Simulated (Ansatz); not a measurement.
We consider CsCl-type TlCl, described by PBE-D4 (plane waves, PAW; Ansatz, a program for electronic structure).

Run with plane-wave cutoff 500 eV, 8×8×8 k mesh, gaussian smearing 0.02 eV, scalar-relativistic PAW data made under PBE.

Cell (relaxed at this level):

```
CELL_PARAMETERS angstrom
      3.95027     0.00000     0.00000
      0.00000     3.95027     0.00000
      0.00000     0.00000     3.95027
ATOMIC_POSITIONS crystal
  Tl 0.00000 0.00000 0.00000
  Cl 0.50000 0.50000 0.50000
```

**Question.** Estimate the band gap that the calculation returns.

**Answer.** 
- band gap: 2.28 eV (on the SCF k mesh)

Note: a distance lies near a switch of the dispersion term, which can move the cell.

Spin–orbit coupling is not included; with these elements it can move the gap by several tenths of an eV or more.

Computed values are for the static lattice.

Computing time: about 40 core-seconds (a rough figure).
